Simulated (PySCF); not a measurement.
Identify the unknown among the candidates.

All candidates are C5H10.

* Rotational structure: rotational constants A, B, C: 17.975, 2.168, 2.138 GHz [GFN2-xTB]
* 13C NMR: chemical shifts (computed TMS as zero) by class: 148.9 (1 C), 120.2 (1 C), 43.8 (1 C), 29.0 (1 C), 17.3 (1 C) ppm [GIAO PBE0/pcSseg-1]
* 1H NMR: chemical shifts (computed TMS as zero) by class: 6.20 (1 H), 5.37 (1 H), 5.20 (1 H), 2.02 (2 H), 1.36 (2 H), 1.07 (3 H) ppm [GIAO PBE0/pcSseg-1]
* Couplings: largest of the computed one-bond spin–spin couplings (means over like bonds): 13C–1H +162.5, 13C–1H +160.5, 13C–1H +157.2, 13C–1H +134.1 (×2), 13C–1H +133.0 (×2), 13C–1H +131.3 (×3), 13C–13C +78.1, 13C–13C +42.6 Hz [B3LYP/pcJ-1, spin–dipole term left out]
* Dipole: 0.40 D [PBE0/pcSseg-1]

The electronic properties come from PySCF, for the isolated species, density fitting. Levels stand in brackets. Isolated species at its GFN2-xTB geometry (one conformer only). NMR classes are plain means over equivalent atoms (diastereotopic ones count apart unless rotation or inversion swaps them), as if these changed places fast.

Question: Which candidate is it?
A. `CC=C(C)C`
B. `C1CCCC1`
C. `C=CCCC`
D. `C=C(C)CC`

Answer: C. It is `C=CCCC`. Numbering: `[CH2:1]=[CH:2][CH2:3][CH2:4][CH3:5]`. Its formula, C5H10, gives 1 degree of unsaturation: 0 rings and 1 π bond in the structure found. 5 carbons fall into 5 classes; from least to most shielded: alkene CH carbon [C2] (148.9 ppm), terminal =CH2 carbon [C1] (120.2 ppm), allylic carbon [C3] (43.8 ppm), chain CH2 carbon [C4] (29.0 ppm), methyl carbon [C5] (17.3 ppm). Hydrogen classes from least to most shielded: 1 H on an alkene CH carbon, C2 (6.20 ppm), 1 H on a terminal =CH2 carbon, C1 (5.37 ppm), 1 H on a terminal =CH2 carbon, C1 (5.20 ppm), 2 H on an allylic carbon, C3 (2.02 ppm), 2 H on a chain CH2 carbon, C4 (1.36 ppm), 3 H on a methyl carbon, C5 (1.07 ppm). The couplings run between: +162.5 Hz, terminal =CH2 carbon [C1] and its hydrogen; +160.5 Hz, terminal =CH2 carbon [C1] and its hydrogen; +157.2 Hz, alkene CH carbon [C2] and its hydrogen; +134.1 Hz, chain CH2 carbon [C4] and its hydrogen (with 1 like pair); +133.0 Hz, allylic carbon [C3] and its hydrogen (with 1 like pair); +131.3 Hz, methyl carbon [C5] and its hydrogen (with 2 like pairs); +78.1 Hz, terminal =CH2 carbon [C1] and alkene CH carbon [C2]; +42.6 Hz, alkene CH carbon [C2] and allylic carbon [C3]. The optimised geometry has point group C1 and is an asymmetric top.

The others, at the same levels:
- `C1CCCC1` fails: it has 1 carbon class against 5; its computed 13C shifts are 28.9 (5 C) ppm, 1H shifts are 1.59 (10 H) ppm and rotational constant A is 6.583 GHz (against 17.975 GHz).
- `CC=C(C)C` fails: its computed 13C shifts are 138.1 (1 C), 126.9 (1 C), 29.3 (1 C), 18.9 (1 C), 17.0 (1 C) ppm, 1H shifts are 5.53 (1 H), 1.78 (3 H), 1.75 (3 H), 1.72 (3 H) ppm and rotational constant A is 8.161 GHz (against 17.975 GHz).
- `C=C(C)CC` fails: its computed 13C shifts are 157.4 (1 C), 116.3 (1 C), 36.5 (1 C), 24.3 (1 C), 17.6 (1 C) ppm, 1H shifts are 5.04 (1 H), 5.03 (1 H), 2.07 (2 H), 1.87 (3 H), 1.12 (3 H) ppm and rotational constant A is 7.194 GHz (against 17.975 GHz).

Each candidate is one conformer, not necessarily the lowest. The conformers computed, where there is a choice (atom-mapped SMILES and torsion angles):
- `[CH2:1]=[CH:2][CH2:3][CH2:4][CH3:5]`: C1–C2–C3–C4 118°, C2–C3–C4–C5 180°
- `[CH2:1]=[C:2]([CH3:3])[CH2:4][CH3:5]`: C1–C2–C4–C5 103°
